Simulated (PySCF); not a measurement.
**Electronic absorption of hydrogen boron sulfide**

Compound: hydrogen boron sulfide, BHS.
Structure used (PBE0-D3(BJ)/def2-SVP), in Å, numbered top down from 1:
```
atom  x, y, z in Å
B1    -0.1309   -0.0023   -0.0069
S2     1.4740    0.0046   -0.0232
H3    -1.3201   -0.0074    0.0051
```

Theory: TDDFT CAM-B3LYP/def2-SVPD, vertical, gas phase, core orbitals frozen in the response (PySCF 2.14.0, density-fitted response routines).

| state | E (eV) | λ (nm) | f | symmetry | main configurations (H = HOMO, L = LUMO) |
| --- | --- | --- | --- | --- | --- |
| S1 | 5.16 | 240.4 | 0.0000 | – | H-1/H→L/L+1 (≥80%) |
| S2 | 5.41 | 229.0 | 0.0000 | – | H-1/H→L/L+1 (≥76%) |
| S3 | 5.41 | 229.0 | 0.0000 | – | H-1/H→L/L+1 (≥76%) |
| S4 | 7.88 | 157.4 | 0.0008 | – | H-2→L/L+1 (≥92%) |
| S5 | 7.88 | 157.4 | 0.0008 | – | H-2→L/L+1 (≥92%) |
| S6 | 7.92 | 156.5 | 0.154 | Π | H-1/H→L+2 (≥69%), H-1/H→L+3 (≥15%) |
| S7 | 7.92 | 156.5 | 0.154 | Π | H-1/H→L+2 (≥69%), H-1/H→L+3 (≥15%) |
| S8 | 7.98 | 155.3 | 0.546 | Σ+ | H-1/H→L/L+1 (≥73%) |
| S9 | 8.68 | 142.8 | 0.0010 | – | H-1/H→L+3 (≥80%), H-1/H→L+2 (≥14%) |
| S10 | 8.68 | 142.8 | 0.0010 | – | H-1/H→L+3 (≥80%), H-1/H→L+2 (≥14%) |

Triplets (Tamm–Dancoff): T1 4.31 eV, H-1/H→L/L+1 (≥78%); T2 4.67 eV, H-1/H→L/L+1 (≥76%); T3 4.67 eV, H-1/H→L/L+1 (≥76%).

The lowest singlet comes at 240 nm (498 kJ/mol) in the ultraviolet; it is dark (f under 0.0005); its leading configuration is HOMO-1/HOMO→LUMO/LUMO+1 (≥80%). The strongest level in the table is S8 at 7.98 eV (155 nm, f = 0.546). S2/S3, S4/S5, S6/S7 and S9/S10 lie within about 0.01 eV of each other in each set; the point group C∞v has degenerate representations, and within a degenerate level the listed configurations can mix freely. Löwdin shares by element: HOMO (one of a set within 0.03 eV) sulfur 69%, boron 29%; LUMO (one of a set within 0.03 eV) boron 53%, sulfur 36%, hydrogen 12%. Orbital energies (eV): HOMO-3 -15.04, HOMO-2 -12.21, HOMO-1 -9.85, HOMO -9.85, LUMO -0.15, LUMO+1 -0.15, LUMO+2 1.09. Weighted by f, the mean energy of these states is 7.96 eV. Of the 10 states listed, 3 reach f = 0.01 and 3 stay under 0.0005. All these states lie below the vertical ionisation energy of 11.18 eV (ΔSCF). Symmetry labels in C∞v follow from the direction of the transition dipole and are given only for states with f of 0.002 or more. Orbitals of the list HOMO-3 to LUMO+2 that lie within 0.01 eV of each other are written together with a slash and their weights summed (≥ marks a lower bound); for degenerate orbitals outside that list single weights are arbitrary. Singlets were solved by full linear response, triplets in the Tamm–Dancoff approximation.
